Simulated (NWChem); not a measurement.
System: CH6Si; SMILES C[SiH3]

The following NWChem deck was run.

```
start job
memory heap 200 mb stack 900 mb global 1100 mb
geometry units angstroms noautoz
  Si     0.000000     0.000000     0.625990
  C      0.000000     0.000000    -1.264657
  H     -1.063425    -0.923150     1.159528
  H     -0.267759     1.382528     1.159528
  H      1.331184    -0.459378     1.159528
  H      0.197033    -1.017302    -1.658399
  H      0.782493     0.679286    -1.658399
  H     -0.979526     0.338016    -1.658399
end
basis spherical
  * library sto-3g
end
dft
  xc b3lyp
  iterations 150
  mulliken
end
task dft energy
```

Parts of the log:

```
             Northwest Computational Chemistry Package (NWChem) 7.3.0
             --------------------------------------------------------

 C3V symmetry detected

                             Geometry "geometry" -> ""
                             -------------------------

 Output coordinates in angstroms (scale by  1.889725989 to convert to a.u.)

  No.       Tag          Charge          X              Y              Z
 ---- ---------------- ---------- -------------- -------------- --------------
    1 Si                  14.0000    -0.00000000    -0.00000000     0.63832442
    2 C                    6.0000     0.00000000     0.00000000    -1.25232258
    3 H                    1.0000     0.99576070     0.99576070     1.17186242
    4 H                    1.0000     0.36447371    -1.36023441     1.17186242
    5 H                    1.0000    -1.36023441     0.36447371     1.17186242
    6 H                    1.0000    -0.26819016     1.00089930    -1.64606458
    7 H                    1.0000    -0.73270914    -0.73270914    -1.64606458
    8 H                    1.0000     1.00089930    -0.26819016    -1.64606458

 Effective nuclear repulsion energy (a.u.)      62.1096881731

      Symmetry information
      --------------------

 Group name             C3v
 Group number             17
 Group order               6
 No. of unique centers     4

                                 NWChem DFT Module
                                 -----------------

 Summary of "ao basis" -> "ao basis" (spherical)
 ------------------------------------------------------------------------------
       Tag                 Description            Shells   Functions and Types
 ---------------- ------------------------------  ------  ---------------------
 Si                          sto-3g                  5        9   3s2p
 C                           sto-3g                  3        5   2s1p
 H                           sto-3g                  1        1   1s

      Symmetry analysis of basis
      --------------------------

        a1         10
        a2          0
        e          10

  Rotation of axis

            General Information
            -------------------
          SCF calculation type: DFT
          Wavefunction type:  closed shell.
          No. of atoms     :     8
          No. of electrons :    26
           Alpha electrons :    13
            Beta electrons :    13
          Charge           :     0
          Spin multiplicity:     1
          Use of symmetry is: on ; symmetry adaption is: on
          Maximum number of iterations: 150
          AO basis - number of functions:    20
                     number of shells:    14
          Convergence on energy requested:  1.00D-06
          Convergence on density requested:  1.00D-05
          Convergence on gradient requested:  5.00D-04

              XC Information
              --------------
                         B3LYP Method XC Potential
                     Hartree-Fock (Exact) Exchange  0.200
                        Slater Exchange Functional  0.800 local
                    Becke 1988 Exchange Functional  0.720 non-local
              Lee-Yang-Parr Correlation Functional  0.810
                  VWN I RPA Correlation Functional  0.190 local

             Grid Information
             ----------------
          Grid used for XC integration:  medium
          Radial quadrature: Mura-Knowles
          Angular quadrature: Lebedev.
          Tag              B.-S. Rad. Rad. Pts. Rad. Cut. Ang. Pts.
          ---              ---------- --------- --------- ---------
          Si                  1.10       88           8.0       590
          C                   0.70       49           8.0       434
          H                   0.35       45          10.0       434
          Grid pruning is: on
          Number of quadrature shells:   227
          Spatial weights used:  Erf1

      Superposition of Atomic Density Guess
      -------------------------------------

 Sum of atomic energies:        -325.42869316

      Non-variational initial energy
      ------------------------------

 Total energy =    -325.321465
 1-e energy   =    -577.571134
 2-e energy   =     190.139981
 HOMO         =      -0.210408
 LUMO         =       0.439515

      Symmetry analysis of molecular orbitals - initial
      -------------------------------------------------

  Numbering of irreducible representations:

     1 a1          2 a2          3 e

  Orbital symmetries:

     1 a1          2 a1          3 a1          4 a1          5 e
     6 e           7 a1          8 a1          9 e          10 e
    11 e          12 e          13 a1         14 a1         15 e
    16 e          17 a1         18 a1         19 e          20 e

     ---------------------------------------------
      Total Density - Mulliken Population Analysis
     ---------------------------------------------

    Atom       Charge   Shell Charges
 -----------   ------   -------------------------------------------------------
    1 Si  14    13.18   2.00  1.99  5.88  1.28  2.03
    2 C    6     6.34   1.99  1.36  2.99
    3 H    1     1.21   1.21
    4 H    1     1.21   1.21
    5 H    1     1.21   1.21
    6 H    1     0.95   0.95
    7 H    1     0.95   0.95
    8 H    1     0.95   0.95

   convergence    iter        energy       DeltaE   RMS-Dens  Diis-err
 ---------------- ----- ----------------- --------- --------- ---------
 d= 0,ls=0.0,diis     1   -327.3728884029 -3.89D+02  2.33D-02  9.93D-02
 d= 0,ls=0.0,diis     2   -327.3854426169 -1.26D-02  1.01D-02  1.63D-02
 d= 0,ls=0.0,diis     3   -327.3882643295 -2.82D-03  2.75D-03  2.45D-03
 d= 0,ls=0.0,diis     4   -327.3886892541 -4.25D-04  4.82D-04  7.81D-05
 d= 0,ls=0.0,diis     5   -327.3887019609 -1.27D-05  4.67D-05  8.42D-07
 d= 0,ls=0.0,diis     6   -327.3887020973 -1.36D-07  1.18D-06  2.49D-10

         Total DFT energy =     -327.388702097320
      One electron energy =     -576.034948649424
           Coulomb energy =      215.161806149908
    Exchange-Corr. energy =      -28.625247770906
 Nuclear repulsion energy =       62.109688173102

 Numeric. integr. density =       25.999992448648

                  Occupations of the irreducible representations
                  ----------------------------------------------

                     irrep           alpha         beta
                     --------     --------     --------
                     a1                7.0          7.0
                     a2                0.0          0.0
                     e                 6.0          6.0

                       DFT Final Molecular Orbital Analysis
                       ------------------------------------

 Vector   11  Occ=2.000000D+00  E=-2.742602D-01  Symmetry=e
              MO Center= -3.3D-01, -2.4D-01,  7.8D-01, r^2= 2.5D+00
   Bfn.  Coefficient  Atom+Function         Bfn.  Coefficient  Atom+Function
  ----- ------------  ---------------      ----- ------------  ---------------
    17     -0.509748  5 H  s                 16      0.464201  4 H  s
     7      0.332920  1 Si px                 8     -0.283028  1 Si py
    20     -0.163252  8 H  s                 18      0.148665  6 H  s
     3     -0.142937  1 Si px                12     -0.132355  2 C  px
     4      0.121516  1 Si py                13      0.112520  2 C  py

 Vector   12  Occ=2.000000D+00  E=-2.742602D-01  Symmetry=e
              MO Center=  3.3D-01,  2.4D-01,  7.8D-01, r^2= 2.5D+00
   Bfn.  Coefficient  Atom+Function         Bfn.  Coefficient  Atom+Function
  ----- ------------  ---------------      ----- ------------  ---------------
    15      0.562310  3 H  s                  8      0.332920  1 Si py
    16     -0.320600  4 H  s                  7      0.283028  1 Si px
    17     -0.241710  5 H  s                 19      0.180085  7 H  s
     4     -0.142937  1 Si py                13     -0.132355  2 C  py
     3     -0.121516  1 Si px                12     -0.112520  2 C  px

 Vector   13  Occ=2.000000D+00  E=-2.653039D-01  Symmetry=a1
              MO Center= -1.1D-16,  4.2D-17, -3.7D-01, r^2= 2.1D+00
   Bfn.  Coefficient  Atom+Function         Bfn.  Coefficient  Atom+Function
  ----- ------------  ---------------      ----- ------------  ---------------
    14      0.601593  2 C  pz                 9     -0.447148  1 Si pz
     5      0.192521  1 Si pz                15     -0.181784  3 H  s
    16     -0.181784  4 H  s                 17     -0.181784  5 H  s
    11      0.167942  2 C  s                 18     -0.141671  6 H  s
    19     -0.141671  7 H  s                 20     -0.141671  8 H  s

 Vector   14  Occ=0.000000D+00  E= 2.894501D-01  Symmetry=a1
              MO Center=  4.1D-17, -1.7D-17,  3.9D-01, r^2= 2.4D+00
   Bfn.  Coefficient  Atom+Function         Bfn.  Coefficient  Atom+Function
  ----- ------------  ---------------      ----- ------------  ---------------
     6      1.235850  1 Si s                 14     -0.567514  2 C  pz
    11     -0.550566  2 C  s                 15     -0.552284  3 H  s
    16     -0.552284  4 H  s                 17     -0.552284  5 H  s
     2     -0.241915  1 Si s                  9     -0.207094  1 Si pz
    10      0.099762  2 C  s                  1      0.076903  1 Si s

 Vector   15  Occ=0.000000D+00  E= 3.238425D-01  Symmetry=e
              MO Center= -1.3D-01, -2.7D-02,  5.0D-01, r^2= 2.4D+00
   Bfn.  Coefficient  Atom+Function         Bfn.  Coefficient  Atom+Function
  ----- ------------  ---------------      ----- ------------  ---------------
     7      0.922475  1 Si px                17      0.739057  5 H  s
    16     -0.520126  4 H  s                  8     -0.495466  1 Si py
    20     -0.371316  8 H  s                  3     -0.270420  1 Si px
    18      0.261321  6 H  s                 12      0.239602  2 C  px
    15     -0.218931  3 H  s                  4      0.145244  1 Si py

 Vector   16  Occ=0.000000D+00  E= 3.238425D-01  Symmetry=e
              MO Center=  1.3D-01,  2.7D-02,  5.0D-01, r^2= 2.4D+00
   Bfn.  Coefficient  Atom+Function         Bfn.  Coefficient  Atom+Function
  ----- ------------  ---------------      ----- ------------  ---------------
     8      0.922475  1 Si py                15     -0.726990  3 H  s
    16      0.553094  4 H  s                  7      0.495466  1 Si px
    19      0.365253  7 H  s                 18     -0.277885  6 H  s
     4     -0.270420  1 Si py                13      0.239602  2 C  py
    17      0.173895  5 H  s                  3     -0.145244  1 Si px

     ---------------------------------------------
      Total Density - Mulliken Population Analysis
     ---------------------------------------------

    Atom       Charge   Shell Charges
 -----------   ------   -------------------------------------------------------
    1 Si  14    13.42   2.00  1.98  5.87  1.26  2.31
    2 C    6     6.38   1.99  1.25  3.14
    3 H    1     1.13   1.13
    4 H    1     1.13   1.13
    5 H    1     1.13   1.13
    6 H    1     0.93   0.93
    7 H    1     0.93   0.93
    8 H    1     0.93   0.93

     -------------------------------------------
      Total Density - Lowdin Population Analysis
     -------------------------------------------

    Atom       Charge   Shell Charges
 -----------   ------   -------------------------------------------------------
    1 Si  14    13.42   2.00  1.98  5.82  1.16  2.46
    2 C    6     6.27   1.98  1.07  3.21
    3 H    1     1.14   1.14
    4 H    1     1.14   1.14
    5 H    1     1.14   1.14
    6 H    1     0.96   0.96
    7 H    1     0.96   0.96
    8 H    1     0.96   0.96

     Multipole analysis of the density
     ---------------------------------

     L   x y z        total         alpha         beta         nuclear
     -   - - -        -----         -----         ----         -------
     0   0 0 0     -0.000000    -13.000000    -13.000000     26.000000

     1   1 0 0     -0.000000      0.000000      0.000000     -0.000000
     1   0 1 0     -0.000000     -0.000000     -0.000000     -0.000000
     1   0 0 1     -0.089645     -0.044822     -0.044822     -0.000000

     2   2 0 0    -15.402140    -15.888103    -15.888103     16.374066
     2   1 1 0     -0.000000     -0.000000     -0.000000      0.000000
     2   1 0 1      0.000000      0.000000      0.000000      0.000000
     2   0 2 0    -15.402140    -15.888103    -15.888103     16.374066
     2   0 1 1     -0.000000     -0.000000     -0.000000      0.000000
     2   0 0 2    -15.753199    -56.733499    -56.733499     97.713799
```

Level: B3LYP/STO-3G. Coordinates come from a PBE-D3(BJ)/def2-SVP optimisation.
